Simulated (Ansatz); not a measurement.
## Worked example: BSiHO, quintet against BSiHO, triplet

Geometry (PBE0/def2-TZVP stationary point of a triplet), kept for both states (BSiHO, triplet: A''; BSiHO, quintet: A''):

```yaml
atoms:
  - { symbol: O, position_ang: [0.0000, -0.6768, 0.7851] }
  - { symbol: B, position_ang: [0.0000, 0.5672, 1.0991] }
  - { symbol: Si, position_ang: [0.0000, 0.1181, -0.9410] }
  - { symbol: H, position_ang: [0.0000, 1.3691, 1.9713] }
```

Basis cc-pVDZ; Ansatz 0.2.0. Only valence electrons are correlated (noble-gas cores frozen). R marks a restricted (for open shells ROHF) determinant, U an unrestricted one.

Full CI isn't at hand for all of this; UCCSDT(Q) serves as the reference, and is uncertain by the last step of the cluster series or more.

```
    level  E(BSiHO, triplet) (hartree)  E(BSiHO, quintet) (hartree)
      UHF                  -389.021638                  -388.882149
     UMP2                  -389.341928                  -389.172141
 UCCSD(T)                  -389.380013                  -389.204686
      PBE                  -389.844696                  -389.664811
     PBE0                  -389.871785                  -389.695983
UCCSDT(Q)                  -389.382479                  -389.206853
```

Problem. Give the vertical gap, BSiHO quintet less BSiHO triplet, at each level in eV (1 hartree = 27.2114 eV), and each error against UCCSDT(Q).

Solution. UCCSDT(Q): (-389.206853 − (-389.382479)) × 27.2114 = 4.779 eV (the reference)
PBE0: (-389.695983 − (-389.871785)) × 27.2114 = 4.784 eV, error 0.005 eV
PBE: (-389.664811 − (-389.844696)) × 27.2114 = 4.895 eV, error 0.116 eV
UCCSD(T): (-389.204686 − (-389.380013)) × 27.2114 = 4.771 eV, error -0.008 eV
UMP2: (-389.172141 − (-389.341928)) × 27.2114 = 4.620 eV, error -0.159 eV
UHF: (-388.882149 − (-389.021638)) × 27.2114 = 3.796 eV, error -0.983 eV

Total energies of functionals can't be set beside those of wave-function methods, since they hold the core's correlation and their own absolute errors; only the differences compare.

In so small a basis the reference is far from its limit while semilocal and hybrid functionals are nearer theirs, so the functionals' errors here hold much of the reference's basis and frozen-core error, which can add to them or hide them.

Each level lands on the state that its own search finds. T1 diagnostics of restricted CCSD: 0.027 and 0.025.
